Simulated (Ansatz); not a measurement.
# AlNH₅+ (SMILES [NH3+][AlH2]): single points off equilibrium

Aim: energy, forces and dipole at a structure displaced at random from a GFN2-xTB minimum, from CCSD(T) and from density functionals.

Program: Ansatz 0.2.0, Gaussian basis. Level of theory: single points in def2-TZVPP. These are calculated values, not measurements.

Correlated methods freeze the cores.

### 1 The starting structure

SMILES `[NH3+][AlH2]`, 7 atoms, charge 1, spin multiplicity 1.

Atoms are counted from 1 here; the program's logs count them from 0.

Bond lengths: N1–Al2 2.303 Å, N1–H3 0.867 Å, N1–H4 0.959 Å, N1–H5 0.968 Å, Al2–H6 1.490 Å, Al2–H7 1.430 Å. Angles: Al2–N1–H3 99.9°, Al2–N1–H4 108.7°, Al2–N1–H5 114.1°, H3–N1–H4 128.1°, H3–N1–H5 99.8°, H4–N1–H5 106.3°, N1–Al2–H6 119.7°, N1–Al2–H7 115.1°, H6–Al2–H7 124.6°.

Coordinates:

```
N    -0.3980   -0.8893   -0.2663
Al    0.4136    1.1733    0.3596
H     0.3152   -1.2286   -0.6235
H    -1.2609   -0.7711   -0.6667
H    -0.5218   -1.5053    0.4706
H    -0.4027    2.0482    1.2476
H     1.6036    1.5880   -0.3169
```

### 2 CCSD(T)/def2-TZVPP

run/in.yaml

```yaml
crystal:
  periodic: [false, false, false]
  atoms:
    - {symbol: N, position_ang: [-0.398000, -0.889300, -0.266300]}
    - {symbol: Al, position_ang: [0.413600, 1.173300, 0.359600]}
    - {symbol: H, position_ang: [0.315200, -1.228600, -0.623500]}
    - {symbol: H, position_ang: [-1.260900, -0.771100, -0.666700]}
    - {symbol: H, position_ang: [-0.521800, -1.505300, 0.470600]}
    - {symbol: H, position_ang: [-0.402700, 2.048200, 1.247600]}
    - {symbol: H, position_ang: [1.603600, 1.588000, -0.316900]}
basis:
  gaussian: {orbitals: def2-TZVPP}
total_charge: 1
correlation: {method: ccsd_t}
output: {forces: true}
```

No record of the launch command was kept for these runs.

### 3 PBE0-D4/def2-TZVPP

Edit run/in.yaml of step 2 so:

```diff
@@ -13,3 +13,3 @@
 total_charge: 1
-correlation: {method: ccsd_t}
-output: {forces: true}
+hamiltonian: {xc: pbe0, dispersion: d4}
+output: {forces: true, orbitals: {seedname: orbitals}}
```

### 4 wB97M-V/def2-TZVPP

Edit run/in.yaml of step 3 so:

```diff
@@ -13,3 +13,3 @@
 total_charge: 1
-hamiltonian: {xc: pbe0, dispersion: d4}
-output: {forces: true, orbitals: {seedname: orbitals}}
+hamiltonian: {xc: {name: wB97M-V}}
+output: {forces: true}
```

### 5 r2SCAN-D4/def2-TZVPP

Edit run/in.yaml of step 4 so:

```diff
@@ -13,3 +13,3 @@
 total_charge: 1
-hamiltonian: {xc: {name: wB97M-V}}
+hamiltonian: {xc: r2scan, dispersion: d4}
 output: {forces: true}
```

### 6 PBE-D4/def2-TZVPP

Edit run/in.yaml of step 5 so:

```diff
@@ -13,3 +13,3 @@
 total_charge: 1
-hamiltonian: {xc: r2scan, dispersion: d4}
+hamiltonian: {xc: pbe, dispersion: d4}
 output: {forces: true}
```

### 7 BHLYP-D4/def2-TZVPP

Edit run/in.yaml of step 6 so:

```diff
@@ -13,3 +13,3 @@
 total_charge: 1
-hamiltonian: {xc: pbe, dispersion: d4}
+hamiltonian: {xc: {name: BHLYP}, dispersion: d4}
 output: {forces: true}
```

### 8 LC-wPBE/def2-TZVPP

Edit run/in.yaml of step 7 so:

```diff
@@ -13,3 +13,3 @@
 total_charge: 1
-hamiltonian: {xc: {name: BHLYP}, dispersion: d4}
+hamiltonian: {xc: {name: LC-wPBE}}
 output: {forces: true}
```

(Steps that only read results are left out.)

Before running it: what results should come out? Wanted: energy less free atoms, CCSD(T)/def2-TZVPP; RMS force component; RMS force error; HOMO and LUMO, PBE0-D4; T1 diagnostic.

The runs gave:

| quantity | value |
| --- | --- |
| energy less free atoms, CCSD(T)/def2-TZVPP | -272.1 kcal/mol |
| RMS force component | 3.350 to 3.516 eV/Å over the methods |
| RMS force error | PBE0-D4 0.052, wB97M-V 0.076, r2SCAN-D4 0.057, PBE-D4 0.153, BHLYP-D4 0.175, LC-wPBE 0.031 eV/Å |
| HOMO and LUMO, PBE0-D4 | -14.32 and -6.94 eV |
| T1 diagnostic | 0.007 |

What this shows: Against CCSD(T) the functionals' energies less atoms differ by -14.9 to -3.0 kcal/mol, PBE-D4 by -7.2 kcal/mol. A larger basis would deepen the CCSD(T) value, while the functionals are nearly converged already, so the order here is not reliable. On forces the order runs from LC-wPBE to BHLYP-D4. Frozen-core CCSD(T) forces in triple zeta carry basis errors of their own, and this is one geometry, so small gaps rank nothing.
